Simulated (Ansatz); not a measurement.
Ge (diamond): values from a third-order Birch-Murnaghan fit to a volume scan beside measured ones. Computed values: PBE (plane waves to 420 eV, PAW, scalar-relativistic; Ansatz, a program for electronic structure). Ge was relaxed with its symmetry unable to fall. The PAW data are Ansatz's earlier set.

```csv
quantity,reference,kind
Lattice constant a (Å),5.644,"measured, corrected to the static lattice"
Bulk modulus B₀ (GPa),77.3,"measured, corrected to the static lattice"
```

References as given in: Daniel Mejia-Rodriguez, S. B. Trickey, Physical Review B (2018), arXiv:1807.09216; Tanner, Daniel S. P., Broderick, Christopher A., Kirwan, Amy C. et al., (2021), arXiv:2110.11888.

### Question
Estimate the PBE values and the sign and size of each difference.

### Answer
```json
[
 {"quantity": "Lattice constant a (Å)", "PBE": "5.762", "difference": "+2.1 %"},
 {"quantity": "Bulk modulus B₀ (GPa)", "PBE": "58.6", "difference": "-24.2 %"}
]
```

PBE overestimates the lattice constant a by 2.1 %. PBE underestimates the bulk modulus B₀ by 24.2 %.

(A scan under strain: stresses follow from slopes of the energy per volume, elastic moduli from its curvatures.)
